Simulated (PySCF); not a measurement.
Molecule: butyric acid (SMILES CCCC(=O)O).

Numbering as in the mapped SMILES `[CH3:1][CH2:2][CH2:3][C:4](=[O:5])[OH:6]` (H(Xn): hydrogen on atom n).

Geometry PBE0-D3(BJ)/def2-SVP throughout; GIAO in PySCF 2.14.0 with density-fitted response routines, gas phase, one conformer, non-relativistic; equivalent atoms averaged; functional PBE0.

For orientation, aug-cc-pVDZ gives these shifts δ (against TMS, H2O at the same level): C4 171.0, C3 35.0, C2 21.0, C1 14.5, O5 393.9, O6 190.5, H(C3) 2.28, H(C2) 1.66, H(C1) 0.98 ppm.

A run gave: C4 117.2, C3 29.4, C2 23.8, C1 20.1, O5 398.5, O6 126.3, H(C3) 1.88, H(C2) 1.25, H(C1) 0.84 ppm (shifts δ (against TMS, H2O at the same level)).

Which basis set was used in that run?
A. 6-31G*
B. cc-pVDZ
C. STO-3G
D. def2-SVP

Results:

C. C4 tells them apart best: STO-3G gives 117.2, cc-pVDZ gives 167.1, def2-SVP gives 167.1, 6-31G* gives 160.9 ppm.
